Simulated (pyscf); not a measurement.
Single points on ωB97X-D3(BJ)/def2-SVP structures (PySCF, gas phase). MP2 and CC: frozen core, UHF for open shells. ΔMP2 is the change of the MP2 total energy from the triple- to the quadruple-zeta basis.

Question: Estimate the classical barrier height and the reaction energy of H₂N–NH₂ + InH₃ → H₂N–InH₂ + NH₃ at CCSD(T)/def2-TZVPP + ΔMP2(QZVPP). The step runs on the singlet surface, breaks N–N, H–In and forms In–N, H–N; take the separated reactants as zero.

Answer: ΔE‡ = 61.7 kcal/mol, ΔE = -50.0 kcal/mol. Zero-point energy shifts the barrier by -0.9 kcal/mol. It is a four-centre exchange, with an imaginary mode of 1527i cm⁻¹. On the reactant side the descent ends in an adduct with a In–N contact, 22.8 kcal/mol under the separated species and 94.5 kcal/mol under the saddle at ωB97X-D3(BJ)/def2-TZVP. On the product side the descent ends in an adduct with a In–N contact (not fully relaxed), 19.8 kcal/mol under the separated species and 137.7 kcal/mol under the saddle at ωB97X-D3(BJ)/def2-TZVP. What is counted as formed (In–N) is already present as a longer contact in the reactant adduct; forming that adduct is a step of its own. At ωB97X-D3(BJ) the barrier from the zero used here is 71.7 kcal/mol. This is the saddle that the search found; another between the same sides may lie lower. A restricted solution here is unstable towards spin polarisation, so biradical character is likely and single-reference numbers are less safe. The CCSD(T) − MP2 part came from Ansatz, without density fitting, on the same reference. The frozen core leaves the outer d or s,p core shells of the metals and heavy elements correlated in the MP2 and CC values, and def2-TZVPP describes them poorly, which can shift differences by a few kcal/mol. Elements past Kr carry the def2 core potentials, without spin-orbit coupling.
